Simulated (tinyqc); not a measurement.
Hueckel theory of the pi electrons, for the molecule c1cc[nH]c1 (SMILES; centres numbered as the heavy atoms are written), step by step. One step of it, computed by the program tinyqc.

Task: Energy, charges, bond orders. E = sum n x; q_r = z_r - P_rr; bond order p = P_rs; free valence = sqrt(3) - sum of p over the bonds of the atom.

x values: 2.319584  1.188675  0.618034  -1.008258  -1.618034

occupations: 2.000000  2.000000  2.000000  0.000000  0.000000

charge and bond-order matrix P, lower triangle:
```
           1C         2C         3C        4N        5C
1C   1.105560
2C   0.552773   1.105560
3C  -0.104136   0.790292   1.034618
4N  -0.218847  -0.218847   0.439501  1.719645
5C   0.790292  -0.104136  -0.412596  0.439501  1.034618
```

Centres:
```
centre  z_r, pi electrons of the neutral centre         h
1C                                            1  0.000000
2C                                            1  0.000000
3C                                            1  0.000000
4N                                            2  1.500000
5C                                            1  0.000000
```

Bonds:
```
i  j         k
1  2         1
2  3         1
3  4  0.800000
4  5  0.800000
5  1         1
```

Give: pi energy = 6 alpha + this times beta; pi charges; Bond orders and lengths from R = 1.517 - 0.180 p; free valence of the carbons; gap between the highest filled and the next level.

Result:

pi energy = 6 alpha + this times beta = 8.253

pi charges: 1C -0.106, 2C -0.106, 3C -0.035, 4N 0.280, 5C -0.035

Bond orders and lengths from R = 1.517 - 0.180 p (angstrom, C-C alone):
```
bond      p      R
1-2   0.553  1.418
2-3   0.790  1.375
3-4   0.440      -
4-5   0.440      -
5-1   0.790  1.375
```

free valence of the carbons: 1C 0.389, 2C 0.389, 3C 0.502, 5C 0.502

gap between the highest filled and the next level = 1.626 |beta|
